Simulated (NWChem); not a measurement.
# CH3NaS (SMILES C[S][Na]): levels of theory compared

Aim: a comparison of 5 runs (HF/def2-SVP, HF/def2-TZVP, PBE0/def2-SVP, PBE0/6-311+G**, B2PLYP/pcseg-2) of CH3NaS. 

Program for the calculation: NWChem 7.3.0.

### Step 1. Starting point

The species is CH3NaS (6 atoms), meant as a singlet with charge 0. SMILES: `C[S][Na]`. The shape is that of a PBE0-D4/def2-TZVP optimisation.

Bond lengths: C1–S2 1.822 Å, S2–Na3 2.478 Å, C1–H4 1.092 Å, C1–H5 1.092 Å, C1–H6 1.092 Å. Angles: C1–S2–Na3 107.5°, S2–C1–H4 108.5°, S2–C1–H5 112.2°, S2–C1–H6 112.2°, H4–C1–H5 107.6°, H4–C1–H6 107.6°, H5–C1–H6 108.6°.

### Step 2. Energy and forces at HF/def2-SVP (run 1)

sp.nw

```
start sp
memory total 2200 mb
charge 0

geometry noautosym nocenter noautoz
   C       -0.413100       0.331700      -0.391900
   S       -0.168900      -1.222400       0.527100
   Na       2.035300      -1.083000       1.651500
   H       -1.385700       0.292700      -0.886900
   H        0.344900       0.476700      -1.165000
   H       -0.412500       1.204300       0.265200
end

basis spherical bse
   * library def2-SVP
end

scf
   nopen 0
   rhf
   thresh 1e-08
   maxiter 80
   print low
end

task scf gradient
```

Command:

```
$ nwchem sp.nw > sp.out
```

The program printed:

```text
[...]
  functions       =    62
[...]
  wavefunction    = RHF
[...]
         Total SCF energy =   -598.803359020549
      One-electron energy =  -1031.779131238257
      Two-electron energy =    332.948725694298
 Nuclear repulsion energy =    100.027046523410
        Time for solution =      2.5s
[...]
                         RHF ENERGY GRADIENTS
    atom               coordinates                        gradient
                 x          y          z           x          y          z
   1 C      -0.780646   0.626822  -0.740584    0.002540  -0.002268   0.002533
   2 S      -0.319175  -2.310001   0.996075    0.000360   0.003906  -0.001776
   3 Na      3.846159  -2.046573   3.120882   -0.002336   0.000495  -0.001518
   4 H      -2.618593   0.553123  -1.675998   -0.001039  -0.001226   0.000082
   5 H       0.651766   0.900832  -2.201531    0.000584  -0.000768  -0.000293
   6 H      -0.779512   2.275797   0.501155   -0.000109  -0.000138   0.000972
 Task  times  cpu:        3.7s     wall:        3.7s
 Total times  cpu:        3.7s     wall:        3.7s
```

It took 4.5 s on 1 thread of Intel Xeon 6975P-C (Granite Rapids), shared host; peak memory 0.097 GiB.

### Step 3. Energy and gradient at HF/def2-TZVP (run 2)

ch3nas.nw

```
start ch3nas
title "CH3NaS gradient"
memory 2200 mb

geometry units angstroms noautosym nocenter noautoz
  C       -0.413100       0.331700      -0.391900
  S       -0.168900      -1.222400       0.527100
  Na       2.035300      -1.083000       1.651500
  H       -1.385700       0.292700      -0.886900
  H        0.344900       0.476700      -1.165000
  H       -0.412500       1.204300       0.265200
end

basis spherical bse
  * library def2-TZVP
end

scf
  thresh 1e-08
  maxiter 80
end

task scf gradient
```

Command:

```
$ nwchem ch3nas.nw > ch3nas.out
```

The program printed:

```text
[...]
  functions       =   118
[...]
  wavefunction    = RHF
[...]
         Total SCF energy =   -599.044234602098
      One-electron energy =  -1032.067561870240
      Two-electron energy =    332.996280744732
 Nuclear repulsion energy =    100.027046523410
        Time for solution =     23.8s
[...]
                         RHF ENERGY GRADIENTS
    atom               coordinates                        gradient
                 x          y          z           x          y          z
   1 C      -0.780646   0.626822  -0.740584    0.003821  -0.006181   0.005213
   2 S      -0.319175  -2.310001   0.996075    0.001393   0.001480   0.000006
   3 Na      3.846159  -2.046573   3.120882   -0.003023   0.000292  -0.001784
   4 H      -2.618593   0.553123  -1.675998   -0.005807  -0.001049  -0.002532
   5 H       0.651766   0.900832  -2.201531    0.003913   0.000720  -0.004407
   6 H      -0.779512   2.275797   0.501155   -0.000297   0.004738   0.003504
[...]
```

Wall time 35 s (1 thread of Intel Xeon 6975P-C (Granite Rapids), shared host); peak memory 0.11 GiB.

Runs 3 to 4 aren't shown in full; the table further down has their settings and results.

### Step 4. A single-point energy at B2PLYP/pcseg-2 (run 5)

struct.nw

```
start struct
title "CH3NaS B2PLYP"
memory 2200 mb

geometry units au noautosym nocenter noautoz
  C     -0.78064586     0.62682216    -0.74058367
  S     -0.31917474    -2.31000121     0.99607464
  Na     3.84615958    -2.04657339     3.12088269
  H     -2.61859349     0.55312284    -1.67599810
  H      0.65176654     0.90083244    -2.20153094
  H     -0.77951203     2.27579717     0.50115537
end

basis spherical bse
  C library pcseg-2
  S library pcseg-2
  Na library pcseg-2
  H library pcseg-2
end

dft
  xc hfexch 0.53 becke88 0.47 lyp 0.73 mp2 0.27
  dftmp2 semidirect
  grid fine
  convergence energy 1e-08
  maxiter 100
  mulliken
end

mp2
  freeze core 7
end

task dft energy
```

Command:

```
$ nwchem struct.nw > struct.out
```

The program printed:

```text
[...]
          Wavefunction type:  closed shell.
          No. of atoms     :     6
          No. of electrons :    36
[...]
          Charge           :     0
          Spin multiplicity:     1
[...]
          AO basis - number of functions:   125
[...]
              XC Information
              --------------
                     Hartree-Fock (Exact) Exchange  0.530
                    Becke 1988 Exchange Functional  0.470
              Lee-Yang-Parr Correlation Functional  0.730
[...]
 d= 0,ls=0.0,diis     1   -600.0047935203 -7.00D+02  6.29D-03  3.45D-01     3.0
[...]
 d= 0,ls=0.0,diis     9   -600.0453007395 -2.57D-09  7.36D-07  1.45D-09    21.7
         Total DFT energy =     -600.045300739474
      One electron energy =    -1032.329046240287
           Coulomb energy =      378.630803286823
    Exchange-Corr. energy =      -46.374097168497
 Nuclear repulsion energy =      100.027039382486
[...]
      Total Density - Mulliken Population Analysis
     ---------------------------------------------
    Atom       Charge   Shell Charges
 -----------   ------   -------------------------------------------------------
    1 C    6     6.00   2.00  0.52  0.44  0.10  1.34  1.29  0.27  0.01  0.04  0.00
    2 S   16    16.61   2.01  0.39  1.58  0.98  0.93  5.91  0.88  2.48  1.39  0.00  0.05  0.01
    3 Na  11    10.40   2.00  0.60  1.40  0.24 -0.00  6.02  0.07  0.05  0.03
    4 H    1     0.98   0.44  0.47  0.02  0.01  0.04  0.00
    5 H    1     1.00   0.44  0.48  0.03  0.01  0.04  0.00
    6 H    1     1.00   0.44  0.48  0.03  0.01  0.04  0.00
[...]
  Basis functions       =    125
[...]
```

It took 27 s on 1 thread of Intel Xeon 6975P-C (Granite Rapids), shared host; peak memory 0.46 GiB.

### Step 5. The series

```
run           level  iteration cap  module  energy (Eh)  largest force (eV/Å)  wall time
  1     HF/def2-SVP             80     scf  -598.803359                 0.221      4.5 s
  2    HF/def2-TZVP             80     scf  -599.044235                 0.460       35 s
  3   PBE0/def2-SVP            100     dft  -599.909984                 0.322       11 s
  4  PBE0/6-311+G**            100     dft  -600.139893                 0.165       18 s
  5  B2PLYP/pcseg-2            100     dft  -600.168047                     –       27 s
```

### Step 6. Outcome

| quantity | value |
| --- | --- |
| run 5: total energy | -600.16805 Eh |
| run 5: dipole moment (SCF part) | 8.21 D |
| run 5: HOMO energy (SCF part's orbitals) | -5.66 eV |
| run 5: LUMO energy (SCF part's orbitals) | -1.19 eV |
| run 5: HOMO–LUMO gap (SCF part's orbitals) | 4.47 eV |

What this shows: Over runs 2, 4, 5 the dipole moment (its size) runs from 8.10 D (PBE0/6-311+G**) to 8.65 D (HF/def2-TZVP). The two ends differ in method and basis. Over runs 2, 4, 5 the HOMO–LUMO gap runs from 3.09 eV (PBE0/6-311+G**) to 6.86 eV (HF/def2-TZVP). Totals of different functionals can't be ranked against each other. All runs together took 96 s, the longest 35 s.
